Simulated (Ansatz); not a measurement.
# How far each method lies from full CI for BH₃, triplet

Geometry: a point of a stretch scan, not a stationary point.

```xyz
4

B    -0.2436    0.0000   -0.0779
H     0.1827    0.5391   -1.1588
H     2.2475   -0.0002    3.1533
H     0.1826   -0.5391   -1.1588
```

Basis cc-pVDZ; Ansatz 0.2.0. Correlated methods freeze the noble-gas cores, which leaves 6 electrons in 28 orbitals. Prefix R: restricted or restricted open-shell reference; prefix U: unrestricted. Active spaces: pair = (4e, 4o) about the gap; valence = (6e, 7o) chosen from the atoms' valence shells.

Full CI is exact within this basis and frozen core; it isn't the basis-set limit. The frozen core follows each run's orbitals, which can shift R against U totals by a few meV.

HF rows are the lowest solutions found. Coupled cluster chose its determinant by trial CCSD, here up to 0.26 eV above the lowest Hartree–Fock solution of its kind, and MP2 stands on that determinant too. For open shells CISD is restricted-active-space CI with the open shells as a complete middle space.

The UHF ⟨S²⟩ is 3.000. The ⟨S²⟩ of the determinant under UCCSD is 2.008 and the T1 diagnostic (RCCSD) is 0.0179. The largest doubles amplitude (RCCSD) is 0.136. The T1 diagnostic (UCCSD) is 0.0141.

```
                   level  E − E(full CI) (kJ/mol)  share of correlation (%)  wall time
                     RHF                    294.4                      0.00          –
                    RMP2                     83.2                     71.74          –
                    UMP2                     83.5                     71.64          –
                    CISD                     18.5                     93.71     0.36 s
                   RCCSD                      9.5                     96.78          –
                   UCCSD                      9.3                     96.85          –
                RCCSD(T)                      2.4                     99.20     0.72 s
                UCCSD(T)                      2.4                     99.20      1.4 s
                 BCCD(T)                      2.4                     99.20     0.87 s
                  RCCSDT                      0.2                     99.92          –
                  UCCSDT                      0.2                     99.93          –
               RCCSDT(Q)                      0.0                     99.98      3.8 s
               UCCSDT(Q)                      0.0                     99.99      4.7 s
     CASSCF (pair space)                    233.7                     20.62          –
     NEVPT2 (pair space)                     65.2                     77.84     0.18 s
     MRCISD (pair space)                     11.3                     96.15          –
   MRCISD+Q (pair space)                     -0.8                    100.26     0.39 s
  CASSCF (valence space)                    150.0                     49.03          –
  NEVPT2 (valence space)                     38.2                     87.02     0.66 s
  MRCISD (valence space)                      3.8                     98.70          –
MRCISD+Q (valence space)                     -0.6                    100.21      1.1 s
```

The correlation energy at full CI, counted from RHF, is -3.051 eV. That run took 21 s on 1 thread of Arm Neoverse V2, shared host over 5,365,800 determinants.

Run but not shown, since their state, orbitals or frozen core can't be matched to the reference's or they repeat it: UHF.

Times hold each run's SCF and search for its determinant on a shared host, so for small cases they say little of a method's own cost; they ran on 1 thread of Arm Neoverse V2.

Not variational, and here over 5 meV under the exact energy: MRCISD+Q (pair space), MRCISD+Q (valence space).

The full-CI state has the irrep A'' of Cs, in the program's axes.

Natural occupations of full CI about the gap: 1.957 1.860 1.000 0.992 0.089 0.033 0.024 0.009 0.007 0.006; effectively unpaired electrons, Σ n²(2−n)², 2.11.
